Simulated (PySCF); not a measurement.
Compound: nitrogen, N2.
Atom-mapped SMILES: `[N:1]#[N:2]`

Cartesian coordinates in Å at the GFN2-xTB level; atoms count from 1:
```xyz
2
N2 angstrom
N      0.5505   -0.0021   -0.0038
N     -0.5477    0.0034   -0.0104
```

Level of theory: CAM-B3LYP/def2-SVPD in PySCF (dipole) on a GFN2-xTB geometry, gas phase.

Take the most abundant isotopes and a rigid rotor. 

What are the moment of inertia and the rotational constant?

I = 8.445 u·Å², B = 505379 MHz·u·Å²/I = 59844 MHz (1.9962 cm⁻¹, or 2.872 K as hB/k). For two atoms I = μr² with μ = 7.0015 u and r = 1.0983 Å.

List the first levels of a rigid rotor in a Σ state.

E(J) = BJ(J+1): J = 1: 3.992, J = 2: 11.977, J = 3: 23.954, J = 4: 39.924, J = 5: 59.885, J = 6: 83.840 cm⁻¹.

Has it a pure rotational spectrum?

Not by electric dipole: D∞h allows no dipole (computed 0.00 D). Rotational Raman lines (ΔJ = 2) lie at B(4J + 6), spaced by 4B = 7.985 cm⁻¹, with nuclear-spin weights that differ between even and odd J.

Whether it is a minimum is left open (no frequencies). Constants of a rigid frame at the computed geometry: no zero-point averaging, no centrifugal distortion.

On Arm Neoverse V2, one thread, no GPU, on a shared host, this took 0.7 s. This is the CAM-B3LYP/def2-SVPD job that gave the dipole, with the excitations it also computed.
